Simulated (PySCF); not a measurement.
Complex of 2 × ammonia

A gas-phase complex of 2 × ammonia; neutral, singlet. The structure comes from a short search (a few tight-binding starts) and was relaxed by PBE0-D3(BJ)/def2-SVPD; another way of binding may lie lower. No frequency run checks that it is a minimum.

Parts: 1 = ammonia (N), atoms 1–4; 2 = ammonia (N), atoms 5–8.

```xyz
8

N    -0.052   -0.080    0.187
H    -0.413   -0.748   -0.488
H    -0.337    0.845   -0.123
H     0.962   -0.117    0.138
N    -1.635   -0.816    2.906
H    -1.072   -0.574    2.087
H    -1.694    0.017    3.486
H    -1.107   -1.501    3.440
```
Atom numbers follow the order of the file, from 1.

Contacts between parts, classed by geometry: H6···N1 2.212 Å (hydrogen bond, 174°).

Interaction energies are complex less parts, with the parts frozen as they stand in it; counterpoise-corrected, in kcal/mol (PySCF). The CCSD(T) estimate is Hartree-Fock/aug-cc-pVTZ, plus the MP2 correlation part extrapolated as X⁻³ from aug-cc-pVDZ and aug-cc-pVTZ, plus CCSD(T) less MP2 in aug-cc-pVDZ; noble-gas cores are frozen. It isn't the exact limit.

Give the interaction energy at each level run.


```
                         level  interaction  superposition error removed
      Hartree-Fock/aug-cc-pVTZ        -1.29                            -
               MP2/aug-cc-pVTZ        -2.87                        -0.33
CCSD(T), estimated basis limit        -2.94                            -
```

What holds them together? Decompose the MP2/aug-cc-pVTZ energy: frozen parts, their antisymmetrised product, then relaxation.

electrostatic -5.9, Pauli repulsion +6.3, orbital relaxation -1.8, correlation -1.9 kcal/mol, which sum to the value before the counterpoise correction, the first three by Hartree-Fock. Of the attraction, 62 % is electrostatic, 20 % is correlation, 19 % is orbital relaxation.
